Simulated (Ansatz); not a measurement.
Lattice constant a of some cubic elemental metals

Method: rVV10 (Ansatz, an electronic-structure program, plane waves, PAW). References are measured values corrected to a static lattice. The table is a random draw of 8 from 25 solids with such references.

Values in Å.

```tsv
solid	reference	rVV10	error (%)
fcc Sr	6.045¶	5.937	-1.79
fcc Rh	3.794	3.866	+1.90
bcc Ba	4.995¶	4.921	-1.48
bcc K	5.212¶	5.138	-1.42
fcc Pb	4.902¶	5.062	+3.26
bcc V	3.021	3.008	-0.43
bcc Rb	5.576¶	5.470	-1.90
fcc Au	4.062	4.198	+3.35
```

Over these 8 solids the mean error is +0.19 %, the mean absolute error 1.94 % (median 1.84 %), and the worst case fcc Au at +3.35 %; the value is too low in 5 of 8 cases. Over all 25, from unrounded values, the mean error is +0.41 % and the mean absolute error 1.66 % (median 1.48 %). Caveats on values not shown: the commensurate order stands in for chromium's spin-density wave, and the size of the moments varies much between levels (1).

All these references are brought to a static lattice.

Spin–orbit coupling is left out, also for the solids with elements from indium on (bcc Ba, fcc Pb, fcc Au); its size isn't shown.

¶ marks references of a special kind: fcc Sr, 6.045 Å (measured, low-temperature or extrapolated to 0 K; zero-point anharmonic expansion removed; as tabulated in Csonka et al. (2009), arXiv:0903.4037); bcc Ba, 4.995 Å (measured, low-temperature or extrapolated to 0 K; zero-point anharmonic expansion removed, our sources range from 4.995 to 5.004; as tabulated in Csonka et al. (2009), arXiv:0903.4037); bcc K, 5.212 Å (measured, low-temperature or extrapolated to 0 K; zero-point anharmonic expansion removed; as tabulated in Csonka et al. (2009), arXiv:0903.4037); fcc Pb, 4.902 Å (measured, low-temperature or extrapolated to 0 K; zero-point anharmonic expansion removed, our sources range from 4.902 to 4.912; as tabulated in Csonka et al. (2009), arXiv:0903.4037); bcc Rb, 5.576 Å (measured, low-temperature or extrapolated to 0 K; zero-point anharmonic expansion removed; as tabulated in Csonka et al. (2009), arXiv:0903.4037).

Differences are worked out from the printed values.

Ansatz's density-functional and Hartree–Fock values are scalar-relativistic unless marked +SOC, with PAW data made under PBE.

Ansatz's runs of these crystals have no spin polarisation.

Not in this set, of the elemental metals with a reference value in our tables and a result at some level: 19 for a reference at room or unstated temperature. These can be a level's best or worst cases. Solids without a released value at any level aren't counted. Layered and molecular crystals are counted apart. The metals Ce to Yb are counted apart.

References as tabulated in Csonka et al. (2009), arXiv:0903.4037; Mejia-Rodriguez and Trickey (2018), arXiv:1807.09216.
